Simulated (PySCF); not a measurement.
# Propanamide: calculation and literature

Geometry (Å), atoms numbered from 1 in this order:
```xyz
12

C    -1.6845   -0.1308   -0.1821
C    -0.2258   -0.5408   -0.1958
C     0.6953    0.5742    0.2745
N     2.0230    0.3260    0.1095
O     0.2832    1.6020    0.7702
H    -1.8646    0.7075   -0.8704
H    -1.9792    0.2092    0.8203
H    -2.3334   -0.9682   -0.4768
H     0.0910   -0.8642   -1.2025
H    -0.0566   -1.4101    0.4646
H     2.3670   -0.5270   -0.3050
H     2.6846    1.0221    0.4260
```

What is known from experiment: δ ¹³C C2 29.0; C1 9.7; δ ¹H H9/H10 2.23; H6/H7/H8 1.13 ppm (measured; solution, not stated per compound (mostly CDCl3 or CCl4); Pretsch, Buehlmann, Badertscher, Structure Determination of Organic Compounds, 4th ed. (2009)).

How the numbers were obtained: geometry from PBE0-D3(BJ)/def2-SVP, shieldings: GIAO PBE0/pcSseg-1, in PySCF (non-relativistic, no solvent, one averaged value for each set of equivalent atoms, a single conformation).

Question: What does the calculation give, and how does it compare?

Answer: 
Reference values: measured (solution, not stated per compound (mostly CDCl3 or CCl4); Pretsch, Buehlmann, Badertscher, Structure Determination of Organic Compounds, 4th ed. (2009)).
```
   atoms  quantity  reference  computed  computed, scaled
      C2     δ ¹³C       29.0      28.3              26.8
      C1     δ ¹³C        9.7       9.6               8.6
  H9/H10      δ ¹H       2.23      1.86              1.98
H6/H7/H8      δ ¹H       1.13      1.06              1.22
```

Computed shifts are σ(ref) − σ with the named reference compound (TMS for H and C) calculated as an isolated molecule at the same level. The measured values may be among those fitted. Empirical linear scaling, fitted to shifts measured mostly in CDCl3 for H and C (δ vs TMS): ¹³C: δ = 178.46 − 0.972σ (rms 2.0 ppm, 209 shifts, 2.2 ppm with the 3 outliers that the fit left out); ¹H: δ = 29.85 − 0.948σ (rms 0.21 ppm, 133 shifts). Occasional misses reach two or three times the rms, and more in compound classes unlike the fitted ones. H not on carbon is unscaled (vs computed TMS).

Question: How far are the unscaled ¹³C shifts from the references?

Answer: Mean signed difference -0.40 ppm, mean absolute 0.40 ppm over 2 comparisons; the largest is -0.7 ppm at C2 (sp3 CH2 α to a carbonyl).

Question: How far are the unscaled ¹H shifts from the references?

Answer: Mean signed difference -0.22 ppm, mean absolute 0.22 ppm over 2 comparisons; the largest is -0.37 ppm at H9/H10 (hydrogen on an sp3 CH2 α to a carbonyl).
